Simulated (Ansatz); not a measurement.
HAl–CH, quartet along the distance Al1-C2

Starting geometry (PBE0/def2-TZVP stationary point for this spin, not checked as a minimum):

```xyz
4

Al    0.0000   -0.0744    0.6134
C     0.0000    0.0101   -1.3080
H     0.0000    1.3217    1.4205
H     0.0000    0.5490   -2.2537
```

From there C2, H4 move together along the line of the two atoms named below, all else staying in place; atoms are numbered as listed. Energies are in eV, counted from the starting geometry at the same level. Kohn–Sham curves are unrestricted where that lies lower.

Basis 6-31G; Ansatz 0.2.0. Only valence electrons are correlated (noble-gas cores frozen). R marks a restricted (for open shells ROHF) determinant, U an unrestricted one.

Unrestricted rows (U, and Kohn–Sham where it breaks symmetry) aren't spin-pure: their determinants' ⟨S²⟩ exceeds S(S+1) by up to 0.24, so they mix in states of higher spin. For open shells CISD is restricted-active-space CI with the open shells as a complete middle space.

Full CI is exact within this basis and frozen core; it isn't the basis-set limit. The frozen core follows each run's orbitals, which can shift R against U totals by a few meV.

```tsv
distance Al1-C2 (Å)	full CI	curve A	curve B	curve C	curve D
1.544	2.640	2.640	2.620	2.554	2.417
1.763	0.448	0.448	0.436	0.400	0.366
1.923	0.000	0.000	0.000	0.000	0.000
2.107	0.061	0.061	0.080	0.127	0.143
2.373	0.613	0.613	0.669	0.774	0.804
2.689	1.417	1.417	1.532	1.590	1.735
3.113	2.214	2.214	2.353	2.129	2.690
3.498	2.490	2.490	2.505	2.273	3.056
4.321	2.572	2.572	2.551	2.328	3.241
5.207	2.582	2.582	2.561	2.336	3.274
6.629	2.587	2.587	2.565	2.339	3.285
```

Question: The curves come from CISD, RCCSDTQ, UHF, wB97M-V. Compare each with full CI and say which is which.

Answer: A: RCCSDTQ, B: CISD, C: UHF, D: wB97M-V. Spread of the error against full CI, over the points where both stand: A 0.000, B 0.161, C 0.421, D 0.921 eV. wB97M-V at 6.629 Å lies 0.698 eV (27 %) above the reference in this basis.

In so small a basis the reference is far from its limit while semilocal and hybrid functionals are nearer theirs, so the functionals' errors here hold much of the reference's basis and frozen-core error, which can add to them or hide them.
